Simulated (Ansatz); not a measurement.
Two isomers of C7H16: A = `CCCCC(C)C`, B = `CC(C)C(C)(C)C`.

Isolated molecules relaxed with PBE0-D4/def2-TZVP in Ansatz; ΔE leaves out vibrations. CCSD(T)/CBS is the MP2 limit (def2-TZVPP, def2-QZVPP) plus CCSD(T) − MP2 in def2-TZVPP, frozen cores. DFT in def2-TZVPP. B3LYP here is the variant with VWN-RPA as its local correlation; programs differ in this. Each species was taken in one conformer, which may not be the lowest.

Problem. Which is lower in electronic energy at CCSD(T)/CBS, and by how much? (Estimate.)

Solution. Computed: B, by 1.1 kcal/mol.

Problem. Give E(B) − E(A) in kcal/mol with PBE0-D4, B3LYP-D4, MP2/def2-TZVPP, CCSD/def2-TZVPP, r2SCAN-D4, HF/def2-TZVPP, BLYP-D4. (An estimate is asked.)

Solution. The calculation gave: PBE0-D4 0.3, B3LYP-D4 0.3, MP2/def2-TZVPP -2.6, CCSD/def2-TZVPP -0.3, r2SCAN-D4 -0.3, HF/def2-TZVPP 5.2, BLYP-D4 -0.1. The order is the other way round with PBE0-D4, B3LYP-D4, HF/def2-TZVPP.

Largest T1 diagnostic: 0.009.

The D4 term adds −3.3 kcal/mol with B3LYP and −1.9 kcal/mol with PBE0; it sums over pairs of atoms, weighted by their polarisabilities, and B3LYP, whose exchange is more repulsive, gets the larger term. Leaving LDA and LC-ωPBE aside and taking each functional with its dispersion term where it has one, the values, not all of them listed here, spread over 2.3 kcal/mol, from revPBE-D4 to B2PLYP. LDA lies −4.3 kcal/mol from PBE without D4.
